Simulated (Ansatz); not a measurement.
# BHCl2 (SMILES [H]B(Cl)Cl): methods side by side

BHCl2: 4 atoms, total charge 0, spin state singlet. SMILES: `[H]B(Cl)Cl`. The shape is that of a GFN2-xTB optimisation.

```jsonl
{"atom": "B", "x (Å)": "-0.0673", "y (Å)": "-0.1124", "z (Å)": "0.0012"}
{"atom": "Cl", "x (Å)": "1.6334", "y (Å)": "-0.1458", "z (Å)": "0.0126"}
{"atom": "Cl", "x (Å)": "-0.8935", "y (Å)": "1.3753", "z (Å)": "-0.0175"}
{"atom": "H", "x (Å)": "-0.6726", "y (Å)": "-1.1172", "z (Å)": "0.0037"}
```

Each level gives the electronic atomisation energy (eV). The values are calculated. Electronic energies at fixed atoms, without zero-point motion or spin-orbit coupling.

```tsv
level	kind	program	value (eV)	less FCI/STO-3G
BLYP/STO-3G	GGA	Ansatz	16.02	+2.25
revPBE/STO-3G	GGA	Ansatz	16.20	+2.43
HSE06/STO-3G	range-separated hybrid	Ansatz	16.39	+2.62
wB97M-V/STO-3G	range-separated hybrid	Ansatz	16.48	+2.71
wB97X/STO-3G	range-separated hybrid	Ansatz	16.07	+2.30
MP2/STO-3G	perturbation theory	Ansatz	13.93	+0.16
CCSDTQ/STO-3G	coupled cluster or CI	Ansatz	13.77	0.00
FCI/STO-3G	exact in the basis	Ansatz	13.77	0.00
```

FCI/STO-3G is exact within its basis and frozen core, so for wave-function methods in that basis the difference is their error; functionals converge differently with the basis, so for them it is only a difference. The values span 13.77 to 16.48 eV. All rows use very small basis sets, so even the best lies far from the true value.
